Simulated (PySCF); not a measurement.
PySCF job for phenol (C6H6O), SMILES Oc1ccccc1, HF/pcSseg-1. The structure is a stationary point at TPSSh-D3(BJ)/def2-SVP. The values are those of a single conformer.

```python
import numpy as np
from pyscf import gto, scf, dft
from pyscf.prop.nmr import rhf as nmr

mol = gto.M(
    atom='''
    O     0.11174146    2.30565544    0.00000000
    C     0.02732982    0.94726730    0.00000000
    C     1.22771219    0.22012515    0.00000000
    C     1.19104544   -1.17465588    0.00000000
    C    -0.03041417   -1.86048761    0.00000000
    C    -1.22267838   -1.13077469    0.00000000
    C    -1.19987490    0.26731678    0.00000000
    H    -0.78410611    2.67493359    0.00000000
    H     2.17254703    0.76640025    0.00000000
    H     2.13033313   -1.73312953    0.00000000
    H    -0.05126823   -2.95202872    0.00000000
    H    -2.18444121   -1.64942548    0.00000000
    H    -2.13571621    0.83526009    0.00000000
    ''',
    basis='pcSseg-1',
    charge=0,
    spin=0,
    max_memory=1600,
    verbose=3,
)
mf = scf.RHF(mol)
mf.conv_tol = 1e-10
mf.max_cycle = 100
mf.kernel()
n = nmr.NMR(mf)
n.verbose = 2
n.max_cycle_cphf = 60
sigma = n.kernel()
print('atom   isotropic/ppm   span/ppm')
for i, s in enumerate(sigma):
    w = np.linalg.eigvalsh((s + s.T) / 2)
    print(f'{mol.atom_symbol(i):2s}{i + 1:3d} {w.mean():14.3f} {w[2] - w[0]:11.3f}')
```

It prints:

```
converged SCF energy = -305.508483415646
atom   isotropic/ppm   span/ppm
O   1        238.583      81.565
C   2         24.678     225.657
C   3         68.393     202.533
C   4         48.815     256.109
C   5         64.498     234.594
C   6         50.131     253.446
C   7         72.887     186.867
H   8         27.622      19.736
H   9         24.400       7.627
H  10         24.035       6.218
H  11         24.619       5.916
H  12         24.135       6.302
H  13         25.003       7.396
```

Self-consistency was reached.

Cost: about 40 core-seconds (a rough figure).
